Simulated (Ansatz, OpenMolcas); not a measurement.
**AlH2F (SMILES [H][Al]([H])[F]): the vertical energy of the triplet above the singlet, rung by rung**

The species is AlH2F (4 atoms), meant as a singlet with charge 0. As SMILES, `[H][Al]([H])[F]`. The shape comes from GFN2-xTB, which is rough for such elements, and wasn't checked as a minimum.

Each level gives the vertical energy of the triplet above the singlet (eV). The values are calculated.

```csv
level,kind,program,value (eV),less FCI/STO-3G,CPU time (all runs)
HF/STO-3G,Hartree–Fock,Ansatz,7.84,-0.20,0.28 s
"HF/STO-3G, open shells restricted",Hartree–Fock,OpenMolcas,7.92,-0.12,4.6 s
revPBE/STO-3G,GGA,Ansatz,7.04,-1.00,2.2 s
r2SCAN0/STO-3G,hybrid meta-GGA,Ansatz,7.60,-0.44,6.1 s
RPA@PBE/STO-3G,RPA,Ansatz,7.04,-1.00,3.5 s
"CASSCF(2,2)/STO-3G",multireference,OpenMolcas,8.35,+0.31,3.8 s
BCCD(T)/STO-3G,coupled cluster or CI,Ansatz,8.06,+0.02,0.53 s
CCSDTQ/STO-3G,coupled cluster or CI,Ansatz,8.04,0.00,24 s
FCI/STO-3G,exact in the basis,Ansatz,8.04,0.00,0.89 s
```

FCI/STO-3G is exact within its basis and frozen core, so for wave-function methods in that basis the difference is their error; functionals converge differently with the basis, so for them it is only a difference. The values span 7.04 to 8.35 eV. A triplet this far above the singlet is often a Rydberg-like or dissociative state; sets without diffuse functions put Rydberg states too high. All rows use very small basis sets, so even the best lies far from the true value. Times are those of the runs behind each value, whatever else they computed, on shared processors of several kinds: orders of magnitude only.
